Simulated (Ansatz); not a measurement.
`CC(C)CO`, relaxed with RKS PBE0-D4/def2-TZVP in Ansatz from a GFN2-xTB geometry. The force threshold is 0.005 eV/Å; the program also tests the step.

Charge 0, multiplicity 1.

Start:

```xyz
15

C    -0.157   -0.990   -1.166
C     0.501    0.061   -0.277
C    -0.103    1.439   -0.531
C     0.349   -0.321    1.199
O    -1.021   -0.378    1.535
H     0.309   -1.962   -1.019
H    -1.211   -1.069   -0.917
H    -0.062   -0.715   -2.213
H     1.576    0.094   -0.493
H    -1.157    1.428   -0.268
H     0.398    2.195    0.071
H    -0.005    1.710   -1.579
H     0.825   -1.298    1.373
H     0.864    0.425    1.823
H    -1.105   -0.620    2.461
```

| step | energy (eV) | largest force (eV/Å) | largest move (Å) |
| --- | --- | --- | --- |
| 1 | -6353.4591 | 0.414 | 0.000 |
| 2 | -6353.4724 | 0.195 | 0.032 |
| 3 | -6353.4743 | 0.031 | 0.013 |
| 4 | -6353.4744 | 0.009 | 0.006 |
| 5 | -6353.4744 | 0.011 | 0.005 |
| 6 | -6353.4745 | 0.001 | 0.002 |

End:

```xyz
15

C    -0.159   -0.993   -1.164
C     0.475    0.059   -0.265
C    -0.106    1.441   -0.528
C     0.355   -0.322    1.200
O    -1.014   -0.384    1.552
H     0.290   -1.977   -1.004
H    -1.229   -1.076   -0.962
H    -0.032   -0.732   -2.218
H     1.552    0.091   -0.477
H    -1.174    1.458   -0.300
H     0.381    2.201    0.089
H     0.022    1.725   -1.575
H     0.842   -1.294    1.363
H     0.880    0.425    1.813
H    -1.082   -0.625    2.477
```

Run time 26 s (4 threads of an Intel Xeon Platinum 8375C on a shared host); peak host memory 0.58 GiB.
